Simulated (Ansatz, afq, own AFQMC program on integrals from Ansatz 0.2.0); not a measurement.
Rh, quartet → Rh⁺, quintet

A free Rh atom.

E(quintet, charge +1) − E(quartet, charge +0) at this geometry, on UHF and UHF determinants.

Basis def2-TZVPP with its core potentials. Only valence electrons are correlated. AFQMC by an in-house program on the Cholesky factors that Ansatz 0.2.0 writes for its CCSD(T) run. The CISD trial takes its coefficients from CCSD amplitudes. Released means that phaseless walkers are propagated on without the constraint, phases kept. ± is one standard error of the sampling. No spin–orbit coupling. The metal's outer-core s and p shells are frozen, which shifts wave-function levels against functionals. The errors of all members are added in quadrature.

No full CI on the walks' own integrals is used here; CCSDT(Q) serves as the reference and is uncertain by about the last step of the cluster series. Each member takes its own surest rung, up to full CI.

Errors are counted within def2-TZVPP, not against nature.

Cautions: no spin-orbit coupling; outer-core shells of the metal frozen; Rh (quartet): the released energies move by 1.5 errors or more from one time to the next, so no released level is given (meV from the phaseless value at times in 1/Eh: -6.1 ± 2.2 at 0.60, -11.2 ± 2.2 at 1.20, -7 ± 3 at 2.00, -16 ± 5 at 3.00, -8 ± 8 at 4.20), though the last usable value meets CCSDT(Q) within the noise; Rh⁺ (quintet): another spin lies lower, the released energies move by 1.5 errors or more from one time to the next, so no released level is given (meV from the phaseless value at times in 1/Eh: -3.3 ± 1.1 at 0.60, -7.4 ± 1.6 at 1.20, -5.0 ± 1.8 at 2.00, -2.1 ± 1.5 at 3.00, -6.3 ± 2.5 at 4.20), though the last usable value meets CCSDT(Q) within the noise; this isn't the first ionization.

```
level  vertical ionization energy (eV)
   HF                            7.657
  MP2                            9.336
```

Task: From these cheaper values, estimate the vertical ionization energy at the reference level in def2-TZVPP.

Result: 9.243 eV (CCSDT(Q) in def2-TZVPP).

| level | vertical ionization energy (eV) | error against CCSDT(Q) (eV) |
| --- | --- | --- |
| CCSD | 9.138 | -0.104 |
| CCSD(T) | 9.244 | 0.001 |
| CCSDT | 9.240 | -0.002 |
| ph-AFQMC/CISD | 9.235 ± 0.003 | -0.008 ± 0.003 |

Correlation beyond CCSD(T) changes it by less than 2 meV. The perturbative (T) step is worth +0.105 eV.

A walk keeps the symmetry of its determinant, which the program's search chose and which needn't be the lowest solution, so a lower state of the same spin and another symmetry isn't excluded.
